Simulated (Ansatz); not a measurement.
A displaced shape of singlet H₂ClO(-):

```xyz
4

O    -0.0489   -0.3515   -1.9079
H    -0.0296   -0.4641   -0.9441
Cl    0.0245    0.1938    1.0729
H     0.0317    0.5844   -1.9551
```

It was optimised with PBE0/def2-SVP in Ansatz (development build ahead of 0.2.0) to forces under 0.001 eV/Å, with restricted orbitals. Each step stands on the lowest determinant of that kind that the program's search found.

Task: What shape does it relax to, and how does the optimisation go?

Result:

```xyz
4

O    -0.0407   -0.3696   -1.9143
H    -0.0367   -0.4392   -0.9186
Cl    0.0265    0.1811    1.0577
H     0.0286    0.5903   -1.9589
```

Bond lengths: O1–H2 0.998 Å, O1–H4 0.963 Å. Angles: H2–O1–H4 96.6°.

```csv
step,E − E(start) (eV),largest force (eV/Å)
1,0.0000,1.2856
2,-0.0213,0.2274
3,0.0156,1.0318
4,-0.0271,0.4143
5,-0.0318,0.0526
6,-0.0321,0.0410
7,-0.0321,0.0188
8,-0.0321,0.0062
9,-0.0321,0.0012
10,-0.0321,0.0016
11,-0.0321,0.0021
12,-0.0321,0.0011
13,-0.0321,0.0002
```

The optimisation ended after 13 steps with its threshold met. Caution: no diffuse functions for an anion.
